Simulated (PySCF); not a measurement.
Compound: PN.
Bonds: N1–P2 (triple).

Level of theory: PySCF 2.14.0, density-fitted response routines, TDDFT CAM-B3LYP/def2-SVPD, vertical, gas phase, core orbitals frozen in the response. Geometry: PBE0-D3(BJ)/def2-SVP; no solvent, vibrations or thermal averaging.

Frontier orbitals with the atoms that hold most of them (Löwdin shares over 4%, at most four atoms):

| orbital | ε (eV) | atoms |
| --- | --- | --- |
| LUMO+2 | 2.09 | P2 84%, N1 16% |
| LUMO+1 | -1.07 | P2 64%, N1 36% |
| LUMO | -1.07 | P2 64%, N1 36% |
| HOMO | -10.72 | N1 65%, P2 35% |
| HOMO-1 | -10.82 | N1 56%, P2 44% |
| HOMO-2 | -10.82 | N1 56%, P2 44% |
| HOMO-3 | -15.23 | P2 68%, N1 32% |

Within 0.005 eV of a neighbour in this list lie HOMO-2/HOMO-1 and LUMO/LUMO+1 (point group found: C∞v).

(1) The HOMO–LUMO gap is 9.65 eV. Where does the response calculation put the lowest singlet, and from which orbitals?

Answers

(1) S1 is at 4.66 eV (f = 0.0000), 4.99 eV below the gap, made of HOMO-2/HOMO-1→LUMO/LUMO+1 (99%). Its leading pair isn't HOMO and LUMO; the energies of that pair differ by 9.75 eV. Without the coupling terms of the response equations the lowest excitation would equal the gap.

Next come S2 at 5.12 eV (f 0.0000), HOMO-2/HOMO-1→LUMO/LUMO+1 (99%); S3 at 5.12 eV (f 0.0000), HOMO-2/HOMO-1→LUMO/LUMO+1 (99%); S4 at 5.21 eV (f 0.0027), HOMO→LUMO/LUMO+1 (98%); S5 at 5.21 eV (f 0.0027), HOMO→LUMO/LUMO+1 (98%).

Orbitals of the list HOMO-3 to LUMO+2 that lie within 0.01 eV of each other are written together with a slash and their weights summed (≥ marks a lower bound); for degenerate orbitals outside that list single weights are arbitrary.
